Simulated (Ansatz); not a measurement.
Basis-set extrapolation for H4MgN2 (`[NH2][Mg][NH2]`) (PBE0-D4/def2-TZVP geometry, frozen core, Ansatz 0.2.0). Multiplicity 1, RHF reference. For Mg the program correlates outer-core shells too, which these sets cover unevenly, so the extrapolated numbers aren't a true limit.

```csv
,def2-TZVPP,def2-QZVPP
HF,-310.919729,-310.934928
MP2 correlation,-0.646609,-0.719707
CCSD(T) correlation,-0.686511,not run
```

Energies in hartree. Use E(X) = E(∞) + A·exp(−7.88·√X) for Hartree–Fock and E(X) = E(∞) + B·X^(−2.97) for correlation, with X = 3 and 4, and add CCSD(T) minus MP2 of the smaller set to the MP2 limit.

Question: What is the CCSD(T) energy at the basis-set limit?

Answer: HF limit: -310.934928 + (-0.015199) × 0.13774 = -310.93702. MP2 limit: -0.719707 + (-0.073098) × 0.74074 = -0.77385. Higher-order term: -0.686511 − (-0.646609) = -0.03990. Total: -311.75077 hartree, 379.5 kJ/mol below CCSD(T)/def2-TZVPP.
